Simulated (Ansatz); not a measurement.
A made-up structure of HS$_{2}$O (charge -1), singlet:

S1  (-1.898, -0.478, 0.848)
O2  (0.679, 0.431, -0.798)
S3  (-0.176, 0.690, 0.561)
H4  (0.988, -0.473, -0.631)
(Å)

It is relaxed with PBE-D4/def2-SVPD and then PBE0-D4/def2-TZVPD (Ansatz 0.2.0). Atoms count as bonded within 1.22 times the sum of their covalent radii (H–H: 0.88 Å). The end point is not checked to be a true minimum.

Does its bonding change? (Judge from chemistry; the calculation decides.)

By the calculation: No: no bond forms or breaks.

Where it ends: The first stage lowers the energy by 0.40 eV in 5 steps. It ends as HS₂O ([OH][S][S]), total charge -1:
```csv
atom,x (Å),y (Å),z (Å)
S1,-1.7645,-0.4842,0.7612
O2,0.6415,0.3898,-0.7849
S3,-0.2098,0.7864,0.6520
H4,0.9259,-0.5214,-0.6477
```

Labels in which every atom is bracketed show which atoms are joined, not bond orders.

For scale, one of the runs: PBE0-D4/def2-TZVPD relaxation, 141 basis functions, launched by `ansatz run in.yaml --threads 2 --pin off --events-out ev --progress --plain --max-ram 4352MiB`. Hardware: 2 CPU threads of an Arm Neoverse V1, shared host. Wall time about 21 s.
